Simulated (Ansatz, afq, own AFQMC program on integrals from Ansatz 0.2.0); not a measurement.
Integrals from Ansatz 0.2.0, then the random walk in our own AFQMC program (afq).

```yaml
crystal:
  periodic: [false, false, false]
  atoms:
    - {symbol: Si, position_ang: [0.000000, 0.000000, 0.000000]}
    - {symbol: P, position_ang: [0.000000, 0.000000, 2.093000]}
basis:
  gaussian: {orbitals: 6-31G}
magnetization: {spin_polarized: false, initial_magnetization: 3}
correlation: {method: ccsd_t, electrons: outside_noble_gas, hamiltonian_folder: ham}
```

```sh
$ ansatz run in.yaml --threads 1 --pin off --events-out ev --progress --plain --max-ram 16896MiB --backend cuda --devices 0, --max-vram 18GiB
```

afq runs on the folder ham with

```
--method phaseless --trial cisd --walkers 4000 --populations 20 --least-time 60 --time-step 0.005 --steps-per-block 50 --equilibration-blocks 28 --max-blocks 4000 --target-error 0.00018 --factor-cut 1e-05 --start spin_pure --seed 6473 --release-times 0.24,0.51,0.99,1.62,2.4 --release-step 0.03 --release-every 3 --taylor-order 6
```

Times are imaginary, in 1/Eh. The walk had a cap of 122 s. With eight or more populations the least sampling time is a fifth of least-time, and the error comes from their spread.

Log:

```
orbitals 16  electrons 6 3  factors 88 of 280
reference energy -629.46176111 Eh
CCSD correlation -0.09589900 Eh in 16 cycles, weight of the determinant in the CISD state 0.7645
energy of the start -629.557661 Eh
 block  time / (1/Eh)  mean weight  energy / Eh
     1     0.250  0.9999  -629.557068
     2     0.500  1.0000  -629.557193
     3     0.750  0.9999  -629.557540
     4     1.000  1.0000  -629.558106
     5     1.250  1.0000  -629.558608
    12     3.000  1.0001  -629.561000
    19     4.750  1.0000  -629.561816
    22     5.500  1.0000  -629.561937
    26     6.500  1.0000  -629.562307
    33     8.250  1.0001  -629.562910
    40    10.000  1.0000  -629.563933
    47    11.750  1.0000  -629.563222
    54    13.500  0.9997  -629.563109
    61    15.250  1.0001  -629.563566
    68    17.000  1.0000  -629.564238
    72    18.000  0.9998  -629.564927
    75    18.750  0.9999  -629.564154
    78    19.500  1.0000  -629.563969
error from the spread of 20 populations
released: time / (1/Eh)  energy / Eh  error  mean overlap
  0.24  -629.563619  0.000155  1.0002
  0.51  -629.563741  0.000118  1.0017
  0.99  -629.564012  0.000125  1.0041
  1.62  -629.564324  0.000119  1.0052
  2.40  -629.564297  0.000246  1.0064
energy -629.563551 +/- 0.000154 Eh
(rows thinned)
```

The run passed its tests (sampling time, drift between the halves within three errors, error under three times the target), which doesn't prove that it has relaxed. The second half of the sampling lies below the first by 2.6 errors of their difference, so the energy may still be moving and its error bar be too small.

Against this walk (error 4.2 meV) on the same determinant: CCSD(T) 42.7 meV lower, CCSDT(Q) 249.2 meV lower, CCSDTQ 236.4 meV lower, full CI 238.1 meV lower. The error is statistical and leaves out the bias of the constraint. Released to 2.40 1/Eh the energy lies 20 ± 8 meV (both errors) below the phaseless value, which shows part or all of the bias of the constraint, and full CI lies 217.8 meV below the released value. Full CI is exact here, so the walk's 238 meV above it is the walk's own error: the bias of the constraint with this trial, or a walk that hasn't relaxed. The determinant is a poor start (see the cautions), so the low cluster orders aren't to be relied on, and full CI is the sure value.

Cautions: constraint bias not in the error; lower spins were not checked; the search met a lower determinant of the same kind, perhaps of another symmetry (246 meV lower); strong correlation (T1 0.040, weight of the determinant 0.76, largest double 0.38); (T) is large, 8 % of the CCSD correlation; CCSD(T) is in doubt: in a space of 9 electrons in 9 natural orbitals full CI lies 120 meV below it; the CCSDT(Q) amplitudes may be one of several solutions (largest double 0.93); the CCSDTQ amplitudes may be one of several solutions (largest double 0.98); the released energy hasn't reached full CI (218 meV above it at 2.40 1/Eh); the determinant fills πx and πy unequally, so it mixes two states of the linear molecule, and each level undoes that mixture to a different degree, while full CI gives the lower state.

The walk took 18 s on 1 × NVIDIA H100 80GB HBM3 with 2 threads of AMD EPYC 7R13 Processor (Zen 3) (shared host) (the card was shared). The log's last line is the phaseless energy.

CCSDT and higher add their correlation energy to the determinant of the CCSD(T) run, since their own runs factorise the integrals more tightly (a shift of under 2 meV).
